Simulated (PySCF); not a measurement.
Compound: 4-cyano-1-butyne, C5H5N.
Cartesian coordinates in Å at the PBE0-D3(BJ)/def2-SVP level; atoms count from 1:
```xyz
11
C5H5N angstrom
C      2.548    0.085    0.715
C      1.425   -0.218    0.382
C      0.067   -0.560   -0.014
C     -0.905    0.613    0.192
C     -2.266    0.276   -0.202
N     -3.339   -0.015   -0.522
H      3.549    0.345    1.009
H      0.055   -0.867   -1.073
H     -0.280   -1.433    0.563
H     -0.909    0.920    1.250
H     -0.574    1.487   -0.389
```

Computed at PBE0/pcSseg-1 (PySCF, non-relativistic), with Q(14N) = 0.02044 b: N6, 14N (I = 1): χzz = -4.545 MHz, η = 0.058.

(1) Find the zero-field quadrupole resonance frequencies of 14N at N6.

Results:

(1) From ν± = (3/4)|χ|(1 ± η/3) and ν0 = |χ|η/2: ν+ 3.475 MHz, ν− 3.343 MHz, ν0 0.132 MHz (nitrile nitrogen).

In a crystal, neighbours and librations shift these lines. The structure is a single PBE0-D3(BJ)/def2-SVP conformer in the gas phase; no vibrational or solvent corrections. The small basis limits the accuracy of the gradients.
